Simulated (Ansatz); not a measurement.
**Molecular dynamics of CH5B**

Input:

```yaml
crystal:
  periodic: [false, false, false]
  atoms:
    - { symbol: B, position_ang: [0.007713, -0.034544, 0.009027] }
    - { symbol: C, position_ang: [-0.023372, -0.047461, 1.554745] }
    - { symbol: H, position_ang: [-0.922561, -0.391644, 2.151228] }
    - { symbol: H, position_ang: [0.754896, -0.71342, 2.052058] }
    - { symbol: H, position_ang: [0.242083, 0.981883, 2.03684] }
    - { symbol: H, position_ang: [1.096285, 0.026843, -0.582188] }
    - { symbol: H, position_ang: [-1.101681, 0.09757, -0.557009] }
basis:
  gaussian: { orbitals: def2-SVPD }
hamiltonian:
  xc: pbe0
md:
  timestep: 0.5
  n_steps: 150
  ensemble: nve
  temperature: 2000.0
  initial_velocities: maxwell_boltzmann
  seed: 242509
```

Launched with:

```bash
$ ansatz run input.yaml --threads 1 --pin off --max-ram 2048MiB --backend cpu --events-out ev --progress --plain --runs-dir out
```

It goes on from the last frame of an earlier run, with new velocities.

Output, in part (one step line in 3, the closing report, with atoms numbered from 0):

```
md step     0: t =     0.00 fs  T =  2000.0 K  F+E_penalty+E_count = -1790.16128120 eV  E_kin = 1.292600 eV  conserved = -1788.86868121 eV  (23 SCF iters)
md step     3: t =     1.50 fs  T =  1625.0 K  F+E_penalty+E_count = -1789.91716218 eV  E_kin = 1.050257 eV  conserved = -1788.86690469 eV  (28 SCF iters)
md step     6: t =     3.00 fs  T =  1348.7 K  F+E_penalty+E_count = -1789.73845535 eV  E_kin = 0.871688 eV  conserved = -1788.86676716 eV  (28 SCF iters)
md step     9: t =     4.50 fs  T =  1225.4 K  F+E_penalty+E_count = -1789.65958665 eV  E_kin = 0.791949 eV  conserved = -1788.86763788 eV  (28 SCF iters)
md step    12: t =     6.00 fs  T =  1101.0 K  F+E_penalty+E_count = -1789.57922360 eV  E_kin = 0.711549 eV  conserved = -1788.86767447 eV  (28 SCF iters)
md step    15: t =     7.50 fs  T =   967.6 K  F+E_penalty+E_count = -1789.49226751 eV  E_kin = 0.625388 eV  conserved = -1788.86687927 eV  (27 SCF iters)
md step    18: t =     9.00 fs  T =   965.9 K  F+E_penalty+E_count = -1789.49118587 eV  E_kin = 0.624249 eV  conserved = -1788.86693659 eV  (28 SCF iters)
md step    21: t =    10.50 fs  T =  1111.7 K  F+E_penalty+E_count = -1789.58596774 eV  E_kin = 0.718465 eV  conserved = -1788.86750245 eV  (27 SCF iters)
md step    24: t =    12.00 fs  T =  1277.5 K  F+E_penalty+E_count = -1789.69387404 eV  E_kin = 0.825655 eV  conserved = -1788.86821924 eV  (26 SCF iters)
md step    27: t =    13.50 fs  T =  1323.4 K  F+E_penalty+E_count = -1789.72310990 eV  E_kin = 0.855310 eV  conserved = -1788.86779966 eV  (27 SCF iters)
md step    30: t =    15.00 fs  T =  1288.4 K  F+E_penalty+E_count = -1789.70025345 eV  E_kin = 0.832688 eV  conserved = -1788.86756560 eV  (28 SCF iters)
md step    33: t =    16.50 fs  T =  1225.4 K  F+E_penalty+E_count = -1789.65919896 eV  E_kin = 0.791988 eV  conserved = -1788.86721064 eV  (25 SCF iters)
md step    36: t =    18.00 fs  T =  1219.2 K  F+E_penalty+E_count = -1789.65464312 eV  E_kin = 0.787989 eV  conserved = -1788.86665455 eV  (28 SCF iters)
md step    39: t =    19.50 fs  T =  1339.9 K  F+E_penalty+E_count = -1789.73416202 eV  E_kin = 0.865957 eV  conserved = -1788.86820479 eV  (28 SCF iters)
md step    42: t =    21.00 fs  T =  1311.2 K  F+E_penalty+E_count = -1789.71675383 eV  E_kin = 0.847416 eV  conserved = -1788.86933799 eV  (28 SCF iters)
md step    45: t =    22.50 fs  T =  1010.9 K  F+E_penalty+E_count = -1789.51966475 eV  E_kin = 0.653347 eV  conserved = -1788.86631789 eV  (28 SCF iters)
md step    48: t =    24.00 fs  T =   963.3 K  F+E_penalty+E_count = -1789.48879688 eV  E_kin = 0.622578 eV  conserved = -1788.86621848 eV  (28 SCF iters)
md step    51: t =    25.50 fs  T =  1205.1 K  F+E_penalty+E_count = -1789.64756625 eV  E_kin = 0.778855 eV  conserved = -1788.86871173 eV  (25 SCF iters)
md step    54: t =    27.00 fs  T =  1284.0 K  F+E_penalty+E_count = -1789.69832045 eV  E_kin = 0.829847 eV  conserved = -1788.86847332 eV  (28 SCF iters)
md step    57: t =    28.50 fs  T =  1184.1 K  F+E_penalty+E_count = -1789.63234470 eV  E_kin = 0.765267 eV  conserved = -1788.86707767 eV  (27 SCF iters)
md step    60: t =    30.00 fs  T =  1188.4 K  F+E_penalty+E_count = -1789.63411290 eV  E_kin = 0.768075 eV  conserved = -1788.86603836 eV  (27 SCF iters)
md step    63: t =    31.50 fs  T =  1462.5 K  F+E_penalty+E_count = -1789.81320354 eV  E_kin = 0.945194 eV  conserved = -1788.86800912 eV  (28 SCF iters)
md step    66: t =    33.00 fs  T =  1666.1 K  F+E_penalty+E_count = -1789.94598844 eV  E_kin = 1.076769 eV  conserved = -1788.86921935 eV  (28 SCF iters)
md step    69: t =    34.50 fs  T =  1551.9 K  F+E_penalty+E_count = -1789.87110760 eV  E_kin = 1.003016 eV  conserved = -1788.86809167 eV  (27 SCF iters)
md step    72: t =    36.00 fs  T =  1357.2 K  F+E_penalty+E_count = -1789.74331818 eV  E_kin = 0.877130 eV  conserved = -1788.86618795 eV  (28 SCF iters)
md step    75: t =    37.50 fs  T =  1395.1 K  F+E_penalty+E_count = -1789.76979005 eV  E_kin = 0.901633 eV  conserved = -1788.86815684 eV  (27 SCF iters)
md step    78: t =    39.00 fs  T =  1317.3 K  F+E_penalty+E_count = -1789.72113199 eV  E_kin = 0.851359 eV  conserved = -1788.86977333 eV  (28 SCF iters)
md step    81: t =    40.50 fs  T =   867.8 K  F+E_penalty+E_count = -1789.42719736 eV  E_kin = 0.560871 eV  conserved = -1788.86632675 eV  (27 SCF iters)
md step    84: t =    42.00 fs  T =   616.2 K  F+E_penalty+E_count = -1789.26397482 eV  E_kin = 0.398266 eV  conserved = -1788.86570860 eV  (27 SCF iters)
md step    87: t =    43.50 fs  T =   732.8 K  F+E_penalty+E_count = -1789.34058186 eV  E_kin = 0.473629 eV  conserved = -1788.86695244 eV  (23 SCF iters)
md step    90: t =    45.00 fs  T =   988.3 K  F+E_penalty+E_count = -1789.50581914 eV  E_kin = 0.638754 eV  conserved = -1788.86706486 eV  (28 SCF iters)
md step    93: t =    46.50 fs  T =  1304.2 K  F+E_penalty+E_count = -1789.71065550 eV  E_kin = 0.842914 eV  conserved = -1788.86774187 eV  (28 SCF iters)
md step    96: t =    48.00 fs  T =  1566.4 K  F+E_penalty+E_count = -1789.88012379 eV  E_kin = 1.012335 eV  conserved = -1788.86778901 eV  (27 SCF iters)
md step    99: t =    49.50 fs  T =  1746.4 K  F+E_penalty+E_count = -1789.99688361 eV  E_kin = 1.128689 eV  conserved = -1788.86819412 eV  (28 SCF iters)
md step   102: t =    51.00 fs  T =  1730.4 K  F+E_penalty+E_count = -1789.98767129 eV  E_kin = 1.118343 eV  conserved = -1788.86932802 eV  (27 SCF iters)
md step   105: t =    52.50 fs  T =  1362.1 K  F+E_penalty+E_count = -1789.74776857 eV  E_kin = 0.880351 eV  conserved = -1788.86741732 eV  (26 SCF iters)
md step   108: t =    54.00 fs  T =   953.4 K  F+E_penalty+E_count = -1789.48251182 eV  E_kin = 0.616192 eV  conserved = -1788.86631960 eV  (28 SCF iters)
md step   111: t =    55.50 fs  T =   740.5 K  F+E_penalty+E_count = -1789.34479240 eV  E_kin = 0.478557 eV  conserved = -1788.86623585 eV  (28 SCF iters)
md step   114: t =    57.00 fs  T =   759.5 K  F+E_penalty+E_count = -1789.35685497 eV  E_kin = 0.490864 eV  conserved = -1788.86599065 eV  (28 SCF iters)
md step   117: t =    58.50 fs  T =  1019.2 K  F+E_penalty+E_count = -1789.52570841 eV  E_kin = 0.658684 eV  conserved = -1788.86702469 eV  (28 SCF iters)
md step   120: t =    60.00 fs  T =  1311.0 K  F+E_penalty+E_count = -1789.71558542 eV  E_kin = 0.847271 eV  conserved = -1788.86831418 eV  (28 SCF iters)
md step   123: t =    61.50 fs  T =  1417.0 K  F+E_penalty+E_count = -1789.78331080 eV  E_kin = 0.915788 eV  conserved = -1788.86752285 eV  (28 SCF iters)
md step   126: t =    63.00 fs  T =  1431.3 K  F+E_penalty+E_count = -1789.79314811 eV  E_kin = 0.925039 eV  conserved = -1788.86810913 eV  (28 SCF iters)
md step   129: t =    64.50 fs  T =  1300.0 K  F+E_penalty+E_count = -1789.70817054 eV  E_kin = 0.840182 eV  conserved = -1788.86798852 eV  (28 SCF iters)
md step   132: t =    66.00 fs  T =  1077.5 K  F+E_penalty+E_count = -1789.56311655 eV  E_kin = 0.696407 eV  conserved = -1788.86670945 eV  (28 SCF iters)
md step   135: t =    67.50 fs  T =   987.9 K  F+E_penalty+E_count = -1789.50507174 eV  E_kin = 0.638453 eV  conserved = -1788.86661905 eV  (28 SCF iters)
md step   138: t =    69.00 fs  T =  1075.9 K  F+E_penalty+E_count = -1789.56170492 eV  E_kin = 0.695325 eV  conserved = -1788.86638038 eV  (27 SCF iters)
md step   141: t =    70.50 fs  T =  1358.0 K  F+E_penalty+E_count = -1789.74482530 eV  E_kin = 0.877708 eV  conserved = -1788.86711766 eV  (28 SCF iters)
md step   144: t =    72.00 fs  T =  1693.2 K  F+E_penalty+E_count = -1789.96250023 eV  E_kin = 1.094291 eV  conserved = -1788.86820908 eV  (27 SCF iters)
md step   147: t =    73.50 fs  T =  1868.0 K  F+E_penalty+E_count = -1790.07617416 eV  E_kin = 1.207293 eV  conserved = -1788.86888090 eV  (28 SCF iters)
md step   150: t =    75.00 fs  T =  1772.5 K  F+E_penalty+E_count = -1790.01351278 eV  E_kin = 1.145583 eV  conserved = -1788.86792937 eV  (24 SCF iters)
Total energy: -1790.01353760 eV, -65.7817841922 hartree
Atom 0 at     0.043502    -0.027261     0.039915 Å, force    -2.233161    -1.204866     0.403540 eV/Å
Atom 1 at    -0.030221    -0.062854     1.556579 Å, force    -0.248131     0.427431     0.453701 eV/Å
Atom 2 at    -1.100882     0.198281     1.785525 Å, force     0.815009    -0.017239     0.245046 eV/Å
Atom 3 at     0.234958    -0.952303     2.121819 Å, force    -0.095034    -0.550362     0.031516 eV/Å
Atom 4 at     0.707138     0.692046     1.819367 Å, force    -0.142733     0.486900     0.956476 eV/Å
Atom 5 at     0.829601     0.619571    -0.424637 Å, force     1.871127     1.142917    -1.500764 eV/Å
Atom 6 at    -0.903992    -0.451045    -0.554239 Å, force     0.032923    -0.284782    -0.589515 eV/Å
Dipole moment:     0.033271    -0.029482     0.135065 e Å
```

All steps were run. The conserved energy stayed within 0.48 meV per atom of its start (net change 0.11 meV per atom), so the integration is sound. A run of 0.075 ps of so small a system gives no equilibrium averages.

The same pairs are bonded in the first frame and the last. Pairs count as bonded within 1.25 times the sum of covalent radii (0.12 Å more for H–H).

Last frame:

```xyz
7
Properties=species:S:1:pos:R:3
B 0.043 -0.027 0.040
C -0.030 -0.063 1.557
H -1.101 0.198 1.786
H 0.235 -0.952 2.122
H 0.707 0.692 1.819
H 0.830 0.620 -0.425
H -0.904 -0.451 -0.554
```

Run time: 3.4 min on 1 thread of Arm Neoverse V1 (shared host), peak memory 0.11 GiB.
